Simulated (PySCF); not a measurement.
## Boron: a sound run and one with changed settings

Sound run: B [He] 2s2 2p1, B⁺ [He] 2s2. Computed with PySCF 2.14 in aug-cc-pVDZ (4s3p2d, 23 functions), with the non-relativistic Hamiltonian (point nucleus). The sound run starts from symmetry-adapted Hartree-Fock orbitals and uses a fine grid where one is needed.

Changed run: radial step 1.2 in ln r (0.13 in the sound run). This setting is unsound on purpose.

| species | method | sound run (hartree) | changed run (hartree) | converged |
| --- | --- | --- | --- | --- |
| B | UHF | -24.53057 | -24.53057 | yes |
| B | PBE | -24.60805 | -24.75011 | yes |
| B | M06-2X | -24.64879 | -24.63468 | yes |
| B⁺ | UHF | -24.23501 | -24.23501 | yes |
| B⁺ | PBE | -24.28857 | -24.46179 | yes |
| B⁺ | M06-2X | -24.34197 | -24.35116 | yes |

Ionisation energy of B:

| method | sound run (eV) | changed run (eV) |
| --- | --- | --- |
| UHF | 8.043 | 8.043 |
| PBE | 8.693 | 7.846 |
| M06-2X | 8.349 | 7.715 |

A coarse radial grid mis-integrates the density and the exchange-correlation energy, with errors of either sign; Hartree-Fock needs no grid.

For comparison, NIST gives 8.298 eV between the lowest levels.
